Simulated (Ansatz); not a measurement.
**CHBSi+ (quartet): the correlation ladder, cc-pVDZ**

Aim: climb from Hartree-Fock through coupled cluster for CHBSi+ (quartet) at one geometry and basis, and see what each rung misses.

The runs use Ansatz 0.2.0, Gaussian basis; cc-pVDZ, core rule «outside noble gas», up to 7 orbitals frozen.

Plan: UHF; CCSD(T) on ROHF; CCSD(T) on UHF; BCCD(T) on ROHF; CISD; CCSDT(Q) on ROHF; CCSDT(Q) on UHF.

18 further runs of the same task are left out: 5 that didn't finish, 13 set aside as unsound or not needed.

**1. What is computed**

The geometry is a PBE0/def2-TZVP stationary point (not a proven minimum) of the parent state, kept for this charge and spin.

4 atoms, charge 1, spin multiplicity 4.

Atoms are counted from 1 here; the program's logs count them from 0.

Bond lengths: B1–Si2 2.104 Å, B1–C3 1.413 Å, Si2–C3 1.748 Å, Si2–H4 1.507 Å. Angles: Si2–B1–C3 55.5°, B1–Si2–C3 41.8°, B1–Si2–H4 159.6°, C3–Si2–H4 117.8°, B1–C3–Si2 82.7°.

As a file:

```xyz
4
CHBSi
B     0.00000   -0.54212    1.31164
Si    0.00000   -0.13746   -0.75272
C     0.00000    0.75487    0.75049
H     0.00000    0.64988   -2.03742
```

In the tables R marks a restricted open-shell determinant and U an unrestricted one; energies count from the table's Hartree-Fock row.

**2. UHF**

Input file in.yaml:

```yaml
crystal:
  periodic: [false, false, false]
  atoms:
    - {symbol: B, position_ang: [0.000000, -0.542119, 1.311636]}
    - {symbol: Si, position_ang: [0.000000, -0.137461, -0.752718]}
    - {symbol: C, position_ang: [0.000000, 0.754866, 0.750494]}
    - {symbol: H, position_ang: [0.000000, 0.649881, -2.037416]}
basis:
  gaussian: {orbitals: cc-pVDZ}
total_charge: 1
magnetization: {spin_polarized: true, initial_magnetization: 3}
hamiltonian: {xc: hf}
output: {orbitals: {seedname: orbitals}}
```

Started as:

```sh
$ ansatz run in.yaml --threads 1 --pin off --events-out ev --progress --plain --max-ram 2393MiB
```

The log of the run:

```text
Functional definition: HF
  name "HF"
  cite "Fock, Z. Phys. 61, 126 (1930) doi:10.1007/BF01340294"
  parent pbe
  exchange = exact_x
  correlation = 0
493 factors; integrals over basis functions are off by at most 1.1e-3 eV
mean field evaluation 1: about -9562.4990 eV, gradient 2.1e1 eV
mean field evaluation 2: about -9562.5028 eV, gradient 2.1e1 eV
mean field evaluation 4: about -9565.6953 eV, gradient 3.0e0 eV
mean field evaluation 8: about -9565.9612 eV, gradient 2.0e-1 eV
mean field evaluation 16: about -9562.1945 eV, gradient 1.2e1 eV
mean field evaluation 32: about -9564.2387 eV, gradient 7.4e0 eV
mean field evaluation 64: about -9564.7665 eV, gradient 1.2e1 eV
mean field -9565.96492103 eV, -351.5427268038 hartree, gradient 1.5e-5 eV, S^2 3.852043; 0 other end points of the search recorded, 0 dependent functions left out
reference -9565.96492103 eV, -351.5427268038 hartree; 14, 11 occupied and 37, 40 virtual orbitals, 493 factors
Total energy: -9565.96492103 eV, -351.5427268038 hartree
```

Wall time 1.4 s (1 thread of Arm Neoverse N1, shared host).

From the report: ⟨S²⟩ of the determinant 3.852 (pure quartet: 3.75).

**3. CCSD(T) on ROHF**

in.yaml: that of step 2 with these lines changed.

```diff
@@ -10,4 +10,3 @@
 total_charge: 1
-magnetization: {spin_polarized: true, initial_magnetization: 3}
-hamiltonian: {xc: hf}
-output: {orbitals: {seedname: orbitals}}
+magnetization: {spin_polarized: false, initial_magnetization: 3}
+correlation: {method: ccsd_t, electrons: outside_noble_gas}
```

The command is unchanged.

The log of the run, cut to the lines that bear on the results:

```text
Functional definition: HF
  name "HF"
  cite "Fock, Z. Phys. 61, 126 (1930) doi:10.1007/BF01340294"
  parent pbe
[...]
493 factors; integrals over basis functions are off by at most 1.1e-3 eV
[...]
mean field -9565.54529083 eV, -351.5273056787 hartree, gradient 2.1e-6 eV, S^2 3.750000; 11 other end points of the search recorded, 0 dependent functions left out
[...]
determinant -9565.54529083 eV, -351.5273056787 hartree, with singles and doubles -9572.38689283 eV, -351.7787299148 hartree
determinant -9564.74714690 eV, -351.4979744300 hartree, with singles and doubles -9571.39538680 eV, -351.7422927401 hartree
determinant -9563.49116503 eV, -351.4518179476 hartree, with singles and doubles -9570.93904521 eV, -351.7255224958 hartree
determinant -9563.15824566 eV, -351.4395833864 hartree, with singles and doubles -9570.31346991 eV, -351.7025330279 hartree
7 core orbitals not correlated: weight in the atoms' cores, before any rotation towards them, 1.000 or more for the frozen orbitals, at most 0.000 for the correlated occupied ones
reference -9565.54529083 eV, -351.5273056787 hartree; 7, 4 occupied and 37, 40 virtual orbitals, 493 factors
second order -5.81668825 eV of doubles, -0.15556442 eV of singles
cycle   1  -6.84177741 eV  change   -1.8e-4 eV  update   1.9e-3
[...]
cycle   8  -6.84275417 eV  change    3.2e-6 eV  update   6.6e-6
perturbative correction -0.32679949 eV, -0.0120096599 hartree
Total energy: -9572.71484450 eV, -351.7907819161 hartree
```

It took 9 s on 1 thread of Arm Neoverse N1, shared host.

From the report: correlation -7.1696 eV; T1 0.033; largest double amplitude 0.07.

**4. CCSD(T) on UHF**

in.yaml: that of step 3 with these lines changed.

```diff
@@ -10,3 +10,3 @@
 total_charge: 1
-magnetization: {spin_polarized: false, initial_magnetization: 3}
+magnetization: {spin_polarized: true, initial_magnetization: 3}
 correlation: {method: ccsd_t, electrons: outside_noble_gas}
```

The command is unchanged.

The log of the run, cut to the lines that bear on the results:

```text
Functional definition: HF
  name "HF"
  cite "Fock, Z. Phys. 61, 126 (1930) doi:10.1007/BF01340294"
  parent pbe
[...]
493 factors; integrals over basis functions are off by at most 1.1e-3 eV
[...]
mean field -9565.96492103 eV, -351.5427268038 hartree, gradient 2.1e-6 eV, S^2 3.852043; 7 other end points of the search recorded, 0 dependent functions left out
determinant -9565.96492103 eV, -351.5427268038 hartree, with singles and doubles -9572.40655989 eV, -351.7794526659 hartree
determinant -9564.93211957 eV, -351.5047720502 hartree, with singles and doubles -9571.40038276 eV, -351.7424763382 hartree
determinant -9563.97988242 eV, -351.4697779807 hartree, with singles and doubles -9570.96778727 eV, -351.7265787472 hartree
determinant -9563.65080911 eV, -351.4576847593 hartree, with singles and doubles -9570.33370938 eV, -351.7032768147 hartree
7 core orbitals not correlated: weight in the atoms' cores, before any rotation towards them, 1.000 or more for the frozen orbitals, at most 0.000 for the correlated occupied ones
reference -9565.96492103 eV, -351.5427268038 hartree; 7, 4 occupied and 37, 40 virtual orbitals, 493 factors
second order -5.31925071 eV of doubles, -0.00000000 eV of singles
cycle   1  -6.44207128 eV  change   -4.3e-4 eV  update   2.6e-3
[...]
cycle   9  -6.44529020 eV  change    6.0e-6 eV  update   4.2e-6
perturbative correction -0.29879211 eV, -0.0109804074 hartree
Total energy: -9572.70900333 eV, -351.7905672573 hartree
```

It took 8 s on 1 thread of Arm Neoverse N1, shared host.

From the report: ⟨S²⟩ of the determinant 3.852 (pure quartet: 3.75); correlation -6.7441 eV; T1 0.037; largest double amplitude 0.06.

**5. BCCD(T) on ROHF**

in.yaml: that of step 4 with these lines changed.

```diff
@@ -10,3 +10,3 @@
 total_charge: 1
-magnetization: {spin_polarized: true, initial_magnetization: 3}
-correlation: {method: ccsd_t, electrons: outside_noble_gas}
+magnetization: {spin_polarized: false, initial_magnetization: 3}
+correlation: {method: bccd_t, electrons: outside_noble_gas}
```

Launched as before.

The log of the run, cut to the lines that bear on the results:

```text
Functional definition: HF
  name "HF"
  cite "Fock, Z. Phys. 61, 126 (1930) doi:10.1007/BF01340294"
  parent pbe
[...]
493 factors; integrals over basis functions are off by at most 1.1e-3 eV
[...]
mean field -9565.54529083 eV, -351.5273056787 hartree, gradient 2.1e-6 eV, S^2 3.750000; 11 other end points of the search recorded, 0 dependent functions left out
[...]
determinant -9565.54529083 eV, -351.5273056787 hartree, with singles and doubles -9572.38689283 eV, -351.7787299148 hartree
determinant -9564.74714690 eV, -351.4979744300 hartree, with singles and doubles -9571.39538680 eV, -351.7422927401 hartree
determinant -9563.49116503 eV, -351.4518179476 hartree, with singles and doubles -9570.93904521 eV, -351.7255224958 hartree
determinant -9563.15824566 eV, -351.4395833864 hartree, with singles and doubles -9570.31346991 eV, -351.7025330279 hartree
7 core orbitals not correlated: weight in the atoms' cores, before any rotation towards them, 1.000 or more for the frozen orbitals, at most 0.000 for the correlated occupied ones
reference -9565.54529083 eV, -351.5273056787 hartree; 7, 4 occupied and 37, 40 virtual orbitals, 493 factors
second order -5.81668825 eV of doubles, -0.15556442 eV of singles
cycle   1  -6.83974411 eV  change    1.9e-3 eV  update   1.4e-2
[...]
cycle  11  -6.83913046 eV  change    2.8e-6 eV  update   1.1e-5
perturbative correction -0.32937744 eV, -0.0121043978 hartree
Total energy: -9572.71379874 eV, -351.7907434853 hartree
```

Wall time 9 s (1 thread of Arm Neoverse N1, shared host).

From the report: correlation -7.1685 eV; largest double amplitude 0.06.

**6. CISD**

in.yaml: that of step 5 with these lines changed.

```diff
@@ -11,2 +11,2 @@
 magnetization: {spin_polarized: false, initial_magnetization: 3}
-correlation: {method: bccd_t, electrons: outside_noble_gas}
+correlation: {active_space: {ras: {orbitals: [4, 3, 37], electrons: 11, max_holes: 2, max_particles: 2}, fixed_orbitals: true}}
```

The command is unchanged.

The log of the run:

```text
Functional definition: HF
  name "HF"
  cite "Fock, Z. Phys. 61, 126 (1930) doi:10.1007/BF01340294"
  parent pbe
  exchange = exact_x
  correlation = 0
493 factors; integrals over basis functions are off by at most 1.1e-3 eV
mean field evaluation 1: about -9562.6681 eV, gradient 2.4e1 eV
mean field evaluation 2: about -9562.6719 eV, gradient 2.4e1 eV
mean field evaluation 4: about -9565.3726 eV, gradient 4.0e0 eV
mean field evaluation 8: about -9565.5436 eV, gradient 1.9e-1 eV
mean field evaluation 16: about -9564.4635 eV, gradient 2.5e0 eV
mean field evaluation 32: about -9565.3877 eV, gradient 9.9e-1 eV
mean field evaluation 64: about -9564.1589 eV, gradient 2.7e0 eV
mean field -9565.54529083 eV, -351.5273056787 hartree, gradient 2.1e-6 eV, S^2 3.750000; 9 other end points of the search recorded, 0 dependent functions left out
reference -9565.54529083 eV, -351.5273056787 hartree; 14, 11 occupied and 37, 40 virtual orbitals, 493 factors
state -9571.85521232 eV, -351.7591910164 hartree
Total energy: -9571.85521232 eV, -351.7591910164 hartree
```

Run time: 16 s. Hardware: 1 thread of Arm Neoverse N1, shared host.

From the report: 149,621 determinants.

**7. CCSDT(Q) on ROHF**

in.yaml: that of step 6 with these lines changed.

```diff
@@ -11,2 +11,2 @@
 magnetization: {spin_polarized: false, initial_magnetization: 3}
-correlation: {active_space: {ras: {orbitals: [4, 3, 37], electrons: 11, max_holes: 2, max_particles: 2}, fixed_orbitals: true}}
+correlation: {method: ccsdt_q, electrons: outside_noble_gas}
```

Launched as before.

The log of the run, cut to the lines that bear on the results:

```text
Functional definition: HF
  name "HF"
  cite "Fock, Z. Phys. 61, 126 (1930) doi:10.1007/BF01340294"
  parent pbe
[...]
978 factors; integrals over basis functions are off by at most 1.8e-7 eV
[...]
mean field -9565.54535158 eV, -351.5273079111 hartree, gradient 9.8e-6 eV, S^2 3.750000; 11 other end points of the search recorded, 0 dependent functions left out
[...]
determinant -9565.54535158 eV, -351.5273079111 hartree, with singles and doubles -9572.38694904 eV, -351.7787319804 hartree
determinant -9564.74721117 eV, -351.4979767921 hartree, with singles and doubles -9571.39544541 eV, -351.7422948941 hartree
determinant -9563.49123212 eV, -351.4518204134 hartree, with singles and doubles -9570.93910886 eV, -351.7255248350 hartree
determinant -9563.15831175 eV, -351.4395858154 hartree, with singles and doubles -9570.31352875 eV, -351.7025351901 hartree
7 core orbitals not correlated: weight in the atoms' cores, before any rotation towards them, 1.000 or more for the frozen orbitals, at most 0.000 for the correlated occupied ones
reference -9565.54535158 eV, -351.5273079111 hartree; 7, 4 occupied and 37, 40 virtual orbitals, 978 factors
second order -5.81670375 eV of doubles, -0.15556204 eV of singles
cycle   1  -6.46133025 eV  change   -4.8e-1 eV  update   9.7e-2
[...]
cycle  20  -7.21843652 eV  change   -5.5e-7 eV  update   1.2e-6
perturbative correction -0.02605899 eV, -0.0009576501 hartree
Total energy: -9572.78984709 eV, -351.7935382104 hartree
```

Run time: 77 s. Hardware: 1 thread of Arm Neoverse N1, shared host; peak memory 0.55 GiB.

From the report: correlation -7.2445 eV; T1 0.035; largest double amplitude 0.09.

**8. CCSDT(Q) on UHF**

in.yaml: that of step 7 with these lines changed.

```diff
@@ -10,3 +10,3 @@
 total_charge: 1
-magnetization: {spin_polarized: false, initial_magnetization: 3}
+magnetization: {spin_polarized: true, initial_magnetization: 3}
 correlation: {method: ccsdt_q, electrons: outside_noble_gas}
```

The command is unchanged.

The log of the run, cut to the lines that bear on the results:

```text
Functional definition: HF
  name "HF"
  cite "Fock, Z. Phys. 61, 126 (1930) doi:10.1007/BF01340294"
  parent pbe
[...]
978 factors; integrals over basis functions are off by at most 1.8e-7 eV
[...]
mean field -9565.96497940 eV, -351.5427289489 hartree, gradient 2.4e-6 eV, S^2 3.852043; 7 other end points of the search recorded, 0 dependent functions left out
determinant -9565.96497940 eV, -351.5427289489 hartree, with singles and doubles -9572.40661510 eV, -351.7794546946 hartree
determinant -9564.93218468 eV, -351.5047744430 hartree, with singles and doubles -9571.40044048 eV, -351.7424784593 hartree
determinant -9563.97994765 eV, -351.4697803776 hartree, with singles and doubles -9570.96785309 eV, -351.7265811659 hartree
determinant -9563.65087601 eV, -351.4576872180 hartree, with singles and doubles -9570.33377038 eV, -351.7032790562 hartree
7 core orbitals not correlated: weight in the atoms' cores, before any rotation towards them, 1.000 or more for the frozen orbitals, at most 0.000 for the correlated occupied ones
reference -9565.96497940 eV, -351.5427289489 hartree; 7, 4 occupied and 37, 40 virtual orbitals, 978 factors
second order -5.31926886 eV of doubles, -0.00000000 eV of singles
cycle   1  -5.96953529 eV  change   -6.5e-1 eV  update   1.0e-1
[...]
cycle  21  -6.80247442 eV  change   -7.3e-7 eV  update   7.3e-7
perturbative correction -0.02502351 eV, -0.0009195971 hartree
Total energy: -9572.79247733 eV, -351.7936348702 hartree
```

Run time: 70 s. Hardware: 1 thread of Arm Neoverse N1, shared host; peak memory 0.46 GiB.

From the report: ⟨S²⟩ of the determinant 3.852 (pure quartet: 3.75); correlation -6.8275 eV; T1 0.040; largest double amplitude 0.07.

**9. The ladder**

The yardstick is UCCSDT(Q), where the cluster series has nearly closed. Rows without a time come out of other runs: HF, MP2 and CCSD of CCSD(T), CCSDT of CCSDT(Q).

Differences are taken before rounding.

```tsv
method	energy from the lowest ROHF (kJ/mol)	from UCCSDT(Q) (kJ/mol)	time
ROHF	0.0	+699.2	
UHF	-40.5	+658.8	
RMP2	-576.2	+123.0	
UMP2	-553.7	+145.5	
CISD	-608.8	+90.4	16 s
RCCSD	-660.2	+39.0	
UCCSD	-662.4	+36.9	
RCCSD(T)	-691.8	+7.5	9 s
UCCSD(T)	-691.2	+8.1	8 s
BCCD(T)	-691.7	+7.6	9 s
RCCSDT	-696.5	+2.8	
UCCSDT	-696.8	+2.4	
RCCSDT(Q)	-699.0	+0.3	77 s
UCCSDT(Q)	-699.2	0	70 s
```

Among the levels timed on like hardware and quicker than the yardstick, those that no quicker one beats, quickest first: UCCSD(T) (8 s, +8.1 kJ/mol); RCCSD(T) (9 s, +7.5 kJ/mol).

**10. What came out**

| quantity | value |
| --- | --- |
| UCCSDT(Q) from the ROHF energy | -7.2472 eV |
| RMP2 from UCCSDT(Q) | +123.0 kJ/mol |
| UMP2 from UCCSDT(Q) | +145.5 kJ/mol |
| RCCSD from UCCSDT(Q) | +39.0 kJ/mol |
| RCCSD(T) from UCCSDT(Q) | +7.5 kJ/mol |
| UCCSD(T) from UCCSDT(Q) | +8.1 kJ/mol |
| RCCSDT(Q) from UCCSDT(Q) | +0.3 kJ/mol |
| levels within 1 kcal/mol (43 meV) | RCCSDT, UCCSDT, RCCSDT(Q) |
| T1 diagnostic | 0.033 |

RCCSD(T) misses by +7.5 kJ/mol, 1.1 % of the correlation energy. These misses are within one basis, not against nature; the frozen cores of restricted and unrestricted runs differ, which can shift their rows.

With open shells the CI space here admits some triples and quadruples, so it is larger than plain CISD.

RCCSD(T) reaches 7.5 kJ/mol from the reference in 9 s, where UCCSDT(Q) took 70 s; the quickest level in the cost chart, UCCSD(T), takes 8 s and misses by 8.1 kJ/mol.
